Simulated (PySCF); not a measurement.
Start geometry of (H3Si)2O, H6OSi2 from GFN2-xTB (Å):
```
atom  x, y, z in Å
Si1   -0.975   -1.097    0.662
H2    -0.984   -0.795    2.093
H3    -0.502   -2.451    0.386
H4    -2.272   -0.829    0.045
O5     0.104   -0.108   -0.025
Si6    0.984    1.089   -0.664
H7     2.283    0.498   -0.976
H8     0.281    1.548   -1.861
H9     1.081    2.145    0.341
```

Q: What comes out of this run: PySCF, PBE0-D3(BJ)/def2-SVP geometry optimisation, gas phase?

A: 
```
atom  x, y, z in Å
Si1   -0.937   -1.132    0.611
H2    -1.070   -0.669    2.026
H3    -0.665   -2.596    0.592
H4    -2.215   -0.853   -0.111
O5     0.324   -0.355   -0.129
Si6    0.986    1.077   -0.631
H7     2.359    0.808   -1.145
H8     0.157    1.678   -1.719
H9     1.062    2.043    0.507
```

The energy falls by 0.187 eV over 11 energy and gradient evaluations, the largest force component goes from 0.0142 to 1.1e-04 Eh/bohr, and the atoms move by 0.229 Å rms after alignment. Among the bonds, Si1–O5 and O5–Si6 change most and about equally (+0.039 Å). Bonds longer at the end by more than 0.005 Å: 8 of 8; shorter: 0. Among the angles that change most is Si1–O5–Si6, from 169.6° to 147.8°. Rotational constants go from 41749, 2872, 2867 to 34877, 2905, 2862 MHz. The orientation of the end geometry is arbitrary; only internal coordinates are fixed.

The run used 80 basis functions and 61 SCF cycles in all.

Stationary, but not proved a minimum.
